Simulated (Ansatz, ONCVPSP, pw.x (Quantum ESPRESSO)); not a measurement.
## Equation-of-state test of one ONCV potential (arsenic)

| Property | Result |
| --- | --- |
| Element | As (Z = 33) |
| Generator | ONCVPSP 4.0.1.1 (patched build) |
| Type | optimised norm-conserving Vanderbilt (ONCV) |
| Functional | LDA (Perdew-Wang 92) |
| Relativity | scalar-relativistic |
| Frozen core | [Ar] 3d10 |
| Valence charge | 5 |
| Reference configuration | 4s2 4p3 |
| Partial waves | 4s: rc 1.75 bohr, ncon 3, nbas 6, qcut 3.3 1/bohr, 1 projector; 4p: rc 2.10 bohr, ncon 3, nbas 8, qcut 4.7 1/bohr, 2 projectors, debl 2.5 Ha; d scattering state at 0.31 Ha: rc 2.05 bohr, ncon 4, nbas 7, qcut 5 1/bohr, 3 projectors, debl 3.2 Ha |
| Local potential | polynomial inside 1.65 bohr (lpopt 5, dvloc0 0 Ha) |
| Core correction | none |

Atomic tests: cutoffs needed: 25 Ha and 43 Ha (the cutoffs (Ha) at which the residual kinetic energy of the hardest occupied pseudo-wave falls to 1 and 0.1 mHa per electron) The cutoffs count occupied waves only; projector 3 of the d channel, the hardest unoccupied one, needs 72 Ha at the loose tolerance.; ghost test: ghosts flagged at negative energy: d at -2439.5 eV; GHOST(+) flags only above 600 eV; a true bound ghost makes a file unfit for plane-wave use; largest excitation error: +136 meV (all-electron minus pseudo) for 4s2 4p0, out of 4 test configurations.

Crystal test: diamond As in pw.x 7.5, no spin, 8³ k-points, Fermi–Dirac smearing 0.01 Ry, cutoffs 100/400 Ry. The reference is all-electron LAPW (Ansatz 0.2.0) with the same functional, mesh and smearing; V0 and B0 come from Birch–Murnaghan fits to the pressures at five volumes. Errors are pseudo minus all-electron; Δ is the rms difference of the E(V) curves that follow from these fits, minima aligned, over ±6 % about the mean V0. Mesh and smearing are coarse, so the numbers serve the comparison and aren't converged zero-temperature values; the lattice is a test structure that the element need not adopt.

All-electron: a0 = 5.972 Å (V0 = 26.63 Å³/atom), B0 = 53.9 GPa.

Problem. How far does the potential miss the all-electron equation of state?

Solution. converged, but broken (pressure over 100 GPa off). The pressure does not cross zero within the volumes sampled, so no fit is given. The pseudo pressure rises with volume over part of the range, a mechanical instability. Note: ghosts flagged at negative energy: d at -2439.5 eV; GHOST(+) flags only above 600 eV. A true bound ghost makes a file unfit for plane-wave use. A pressure error of this size marks a broken potential; the numbers have no physical meaning.

| V (Å³/atom) | P all-electron (GPa) | P pseudo (GPa) |
| --- | --- | --- |
| 25.251 | 3.16 | -29033.17 |
| 25.916 | 1.54 | -29338.61 |
| 26.580 | 0.10 | -29265.02 |
| 27.244 | -1.18 | -29169.92 |
| 27.909 | -2.32 | -27605.83 |

Problem. At the middle volume, how do free energy and pressure move when the wave cutoff is lowered (ecutrho kept at four times it)?

Solution.

```json
{"cutoff (Ry)": "45", "shift of F (meV/atom)": "+9291005.3", "shift of P (GPa)": "-15460.81"}
{"cutoff (Ry)": "60", "shift of F (meV/atom)": "+5324498.8", "shift of P (GPa)": "+7778.59"}
{"cutoff (Ry)": "80", "shift of F (meV/atom)": "+3927859.6", "shift of P (GPa)": "-38815.99"}
```

The run at the middle volume (29 k-points, 7 iterations) took about 36 s on one core of a shared host (Neoverse-V1, 32 threads, 247 GiB, load 21).
